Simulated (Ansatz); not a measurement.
Relaxation of H6SSi (8 atoms, charge 0, multiplicity 1), to a largest force component of 0.03 eV/Å in at most 50 steps.

All numbers below come from Ansatz 0.2.0, RKS PBE0-D4/def2-SVP.

```xyz
8
Properties=species:S:1:pos:R:3
Si 0.259 0.041 -0.108
H 0.057 -0.122 1.343
H 1.727 -0.021 -0.392
H -0.266 1.361 -0.556
H -0.407 -1.079 -0.834
S -2.906 0.168 1.033
H -3.075 -1.140 0.742
H -1.764 -0.081 1.763
```

Where does it end, and by what steps?

It converged. The force dipped under the threshold on the way, but the program's further checks kept it going. After 10 steps the energy has fallen by 0.124 eV; H8 moved furthest, 0.86 Å.

| step | energy less start (eV) | largest force component (eV/Å) | accepted |
| --- | --- | --- | --- |
| 0 | 0.0000 | 0.780 | yes |
| 1 | -0.0880 | 0.295 | yes |
| 2 | -0.1068 | 0.049 | yes |
| 3 | -0.1106 | 0.282 | yes |
| 4 | -0.1142 | 0.172 | yes |
| 5 | -0.1208 | 0.017 | yes |
| 6 | -0.1044 | 0.837 | no |
| 7 | -0.1216 | 0.137 | yes |
| 8 | -0.1224 | 0.137 | yes |
| 9 | -0.1234 | 0.005 | yes |
| 10 | -0.1236 | 0.023 | yes |

```xyz
8
Properties=species:S:1:pos:R:3
Si 0.428 0.056 -0.187
H 0.410 -0.064 1.301
H 1.847 -0.039 -0.651
H -0.135 1.370 -0.610
H -0.346 -1.065 -0.797
S -3.019 0.159 1.035
H -3.083 -1.138 0.669
H -2.476 -0.150 2.232
```

Whether the end is a true minimum wasn't checked by a vibrational analysis.

Time of the run: 19 s on 1 thread of Arm Neoverse V1 (shared host), peak memory 0.12 GiB.
